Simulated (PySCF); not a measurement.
# C2H4F3N (2,2,2-Trifluoroethylamine): the cost of one run

Computed with PySCF 2.14.0, with density-fitted response routines of our own, on a single molecule in the gas phase. Atoms are numbered from 0 throughout.

## 1. The molecule as given

10 atoms, charge 0, multiplicity 1; geometry from: MMFF94s. The atoms were then displaced at random by about 0.03 Å, so the start is not that level's minimum.

Bonds of the start (Å): N0–C1 1.43, C1–C2 1.51, C2–F3 1.33, C2–F4 1.39, C2–F5 1.35, N0–H6 1.10, N0–H7 0.99, C1–H8 1.06, C1–H9 1.13.

## 2. Optimising the geometry at PBE0-D3(BJ)/def2-SVP

What the job is given:

```
{"job": {"xc": "PBE0", "basis": "def2-SVP", "d3": "d3bj", "grid": 1, "shake": 0.03, "kind": "geom"}, "charge": 0, "multiplicity": 1}
N     -1.420750    -0.049250     0.135460
C     -0.105720     0.513980     0.103010
C      0.977210    -0.532330     0.046060
F      1.004220    -1.326030    -1.016790
F      2.237630     0.056870    -0.049920
F      1.034630    -1.285500     1.169840
H     -2.095070     0.800320    -0.019450
H     -1.571200    -0.595580    -0.677590
H      0.019160     1.190190    -0.710020
H      0.044540     1.150580     1.023830
```

On the command line:

```sh
$ OMP_NUM_THREADS=1 python probes_run.py task.json out
```

This one command runs all jobs of the session in turn.

Q: Estimate the wall time and peak memory of this first job on 1 thread of Arm Neoverse V2, shared host.

About 29 s, with a peak of 0.42 GiB.
